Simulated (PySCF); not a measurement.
Ethanethial, C2H4S.
SMILES with atom numbers: `[CH3:1][CH:2]=[S:3]` (hydrogens: H4, H5, H6 on C1; H7 on C2)

Level of theory: EOM-EE-CCSD/aug-cc-pVDZ in PySCF, restricted Hartree–Fock reference, frozen core, non-relativistic, gas phase, PBE0-D3(BJ)/def2-SVP geometry.

Give the EOM-CCSD singlets and triplets.

```tsv
state	E (eV)	cm⁻¹	main singles (HF orbitals, share of the singles part)
singlet 1	2.58	20810	HOMO→LUMO+2 47 %, HOMO→LUMO+3 44 %
singlet 2	5.71	46050	HOMO→LUMO 66 %, HOMO→LUMO+4 8 %
singlet 3	6.35	51220	HOMO-1→LUMO+2 33 %, HOMO-1→LUMO+3 28 %, HOMO→LUMO+1 24 %
singlet 4	6.46	52100	HOMO→LUMO+4 30 %, HOMO→LUMO+5 24 %, HOMO→LUMO+1 24 %
triplet 1	2.27	18310	HOMO→LUMO+2 46 %, HOMO→LUMO+3 44 %
triplet 2	3.47	27990	HOMO-1→LUMO+2 44 %, HOMO-1→LUMO+3 43 %
```

What is the vertical gap between the lowest excited singlet and the lowest triplet?

2.58 − 2.27 = 0.31 eV (30 kJ/mol).

The first EOM-IP-CCSD ionisation energy is 8.77 eV, 2.31 eV above the highest singlet listed and 6.19 eV above the lowest.

T1 diagnostic 0.017. EOM-CCSD puts states of mainly double-excitation character too high. An iterative search for so few roots can pass over a low state.
